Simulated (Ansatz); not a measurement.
`C/N=C(/O)Cl` + H₂O → `CN=C(O)O` + HCl  (formal hydrolysis of a C–Cl bond)

Program: Ansatz. Geometries: PBE0-D4/def2-TZVP. ΔE: electronic, gas phase. CCSD(T)/CBS is the MP2 limit (def2-TZVPP, def2-QZVPP) plus CCSD(T) − MP2 in def2-TZVPP, frozen cores. This one scheme is used for every species. DFT in def2-TZVPP. Each species was taken in one conformer, which may not be the lowest.

CCSD(T)/CBS gives -3.5 kcal/mol.

(1) Another level gave -2.9 kcal/mol. Which?
A. HF/def2-TZVPP
B. ωB97X-V/def2-TZVPP
C. CCSD(T)/def2-TZVPP
D. PBE-D4/def2-TZVPP

Largest T1 diagnostic among the species: 0.013.

Results:

(1) D. PBE-D4 -2.9, CCSD(T)/def2-TZVPP -5.1, ωB97X-V -6.1, HF/def2-TZVPP -10.0 kcal/mol.

The D4 term adds +0.8 kcal/mol with B3LYP and +0.4 kcal/mol with PBE0; it sums over pairs of atoms, weighted by their polarisabilities, and B3LYP, whose exchange is more repulsive, gets the larger term. In def2-TZVPP, CCSD(T) changes the Hartree–Fock value by +5.0 kcal/mol (the triples alone add +1.0 kcal/mol) and MP2 by +6.8 kcal/mol. From PBE to PBE0 (25 % exact exchange), in def2-TZVPP and without D4, ΔE moves by −1.9 kcal/mol.

B3LYP here is the variant with VWN-RPA as its local correlation; programs differ in this.
